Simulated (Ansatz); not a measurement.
Mulliken charges of C3H4OS, SMILES `O=C1CSC1` from r2SCAN/def2-TZVPP in Ansatz (PBE0-D4/def2-TZVP geometry).

```
atom   x (Å)   y (Å)   z (Å)  charge (e)
  O1   0.888  -1.636   0.583      -0.270
  C2   0.350  -0.635   0.225       0.203
  C3   0.892   0.526  -0.594      -0.061
  S4  -0.737   1.355  -0.516      -0.124
  C5  -1.076  -0.159   0.454      -0.061
  H6   1.210   0.238  -1.599       0.078
  H7   1.700   1.065  -0.096       0.078
  H8  -1.830  -0.819   0.020       0.078
  H9  -1.308   0.019   1.506       0.078
```

Question: By hand: the dipole of these point charges (1 e Å = 4.8032 D).

Answer: Σ q r = (-0.084, 0.162, -0.052) e Å, of length 0.190 e Å = 0.91 D.

Question: How does the dipole of the full density compare? (Best estimate.)

Answer: Computed: (-0.078, 0.152, -0.047) e Å, 0.85 D; the point charges give 1.07 times that, at 1° from its direction.

Point charges leave out the atoms' own dipoles, such as those of lone pairs, and Mulliken's split depends on the basis, so the close match here is no proof of good charges.
